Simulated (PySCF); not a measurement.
Species: Cl2.
Numbering: `[Cl:1][Cl:2]`

Structure used (B3LYP/def2-TZVP), in Å, numbered top down from 1:
```xyz
2
Cl2 angstrom
Cl     0.9340   -0.2127    0.3061
Cl    -0.9316    0.2140   -0.3203
```

Method used: PySCF, B3LYP/def2-TZVP geometry optimisation, gas phase.

Masses are those of the commonest isotopes; rigid-rotor values at the optimised geometry. 

**Question.** What are the moment of inertia and the rotational constant?

**Answer.** I = 70.898 u·Å², B = 505379 MHz·u·Å²/I = 7128 MHz (0.2378 cm⁻¹, or 0.342 K as hB/k). For two atoms I = μr² with μ = 17.4844 u and r = 2.0137 Å.

**Question.** List the first levels of a rigid rotor in a Σ state.

**Answer.** E(J) = BJ(J+1): J = 1: 0.476, J = 2: 1.427, J = 3: 2.853, J = 4: 4.755, J = 5: 7.133, J = 6: 9.986 cm⁻¹.

**Question.** Has it a pure rotational spectrum?

**Answer.** Not by electric dipole: D∞h allows no dipole (computed 0.00 D). Rotational Raman lines (ΔJ = 2) lie at B(4J + 6), spaced by 4B = 0.951 cm⁻¹, with nuclear-spin weights that differ between even and odd J.

No frequency check. No vibrational averaging or centrifugal distortion is included, and the geometry carries the error of its method.

Time: 1.9 s of wall time; peak memory 0.31 GiB. Hardware: Arm Neoverse V1, one thread (shared host). This is the geometry optimisation.
